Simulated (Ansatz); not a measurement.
# C4H6O: the cost of one run

Computed with Ansatz 0.2.0 (the levels named in each step, unless a step's input says otherwise).

### 1 The starting structure

Bond lengths: C1–C2 1.484 Å, C2–C3 1.334 Å, C3–C4 1.457 Å, C4–O5 1.206 Å, C1–H6 1.095 Å, C1–H7 1.085 Å, C1–H8 1.087 Å, C2–H9 1.084 Å, C3–H10 1.081 Å, C4–H11 1.110 Å. Angles (14 of 15 angles, heavy atoms first): C1–C2–C3 125.0°, C2–C3–C4 122.5°, C3–C4–O5 125.3°, C1–C2–H9 115.8°, C3–C2–H9 119.2°, C2–C1–H6 109.8°, C2–C1–H7 110.0°, C2–C1–H8 111.4°, C2–C3–H10 121.3°, C4–C3–H10 116.2°, C3–C4–H11 113.8°, O5–C4–H11 120.9°, H6–C1–H7 107.2°, H6–C1–H8 109.0°.

As a file:

```xyz
11

C     2.4298    0.3278   -0.6077
C     1.1779    0.2833    0.1872
C    -0.0166   -0.0761   -0.2851
C    -1.2117   -0.0995    0.5471
O    -2.3132   -0.4180    0.1747
H     2.8384    1.3432   -0.6000
H     3.1767   -0.3213   -0.1618
H     2.2579    0.0226   -1.6362
H     1.2704    0.5700    1.2285
H    -0.1484   -0.3685   -1.3178
H    -1.0321    0.2099    1.5979
```

### 2 A rough first relaxation, PBE-D4/def2-SVP

This run stands in another session on the same molecule. It ended at:

```xyz
11

C     2.4464    0.3342   -0.6071
C     1.1742    0.2793    0.1683
C    -0.0398   -0.0873   -0.3079
C    -1.2286   -0.0993    0.5605
O    -2.3513   -0.4177    0.2031
H     2.8765    1.3597   -0.5884
H     3.2177   -0.3227   -0.1478
H     2.3089    0.0298   -1.6629
H     1.2318    0.5681    1.2370
H    -0.1894   -0.3909   -1.3588
H    -1.0173    0.2200    1.6310
```

### 3 Relaxation, r2SCAN-D4/def2-TZVPP

input.yaml

```yaml
crystal:
  periodic: [false, false, false]
  atoms:
    - { symbol: C, position_ang: [2.4464238, 0.33424047, -0.6071403] }
    - { symbol: C, position_ang: [1.17420786, 0.27932984, 0.16832901] }
    - { symbol: C, position_ang: [-0.03983474, -0.08729245, -0.30790116] }
    - { symbol: C, position_ang: [-1.22856883, -0.09925339, 0.56053179] }
    - { symbol: O, position_ang: [-2.35133533, -0.41765965, 0.20305569] }
    - { symbol: H, position_ang: [2.87654749, 1.35972077, -0.58842692] }
    - { symbol: H, position_ang: [3.21770431, -0.32265691, -0.1477873] }
    - { symbol: H, position_ang: [2.30886133, 0.02977155, -1.66288635] }
    - { symbol: H, position_ang: [1.23179105, 0.56809823, 1.2369855] }
    - { symbol: H, position_ang: [-0.18943626, -0.3909265, -1.35881124] }
    - { symbol: H, position_ang: [-1.01728068, 0.21997804, 1.63100129] }
basis:
  gaussian: { orbitals: def2-TZVPP }
hamiltonian:
  xc: r2scan
  dispersion: d4
relax:
  f_tol: 0.002
  max_steps: 150
```

The run is started by

```sh
> ansatz run input.yaml --threads 4 --pin off --max-ram 10240MiB --backend cpu --events-out ev --progress --plain --runs-dir out
```

**Question.** How long does this run take on 4 threads of Arm Neoverse V2, shared host, and how much memory does it need?

About 26 s, with a peak of 0.29 GiB.
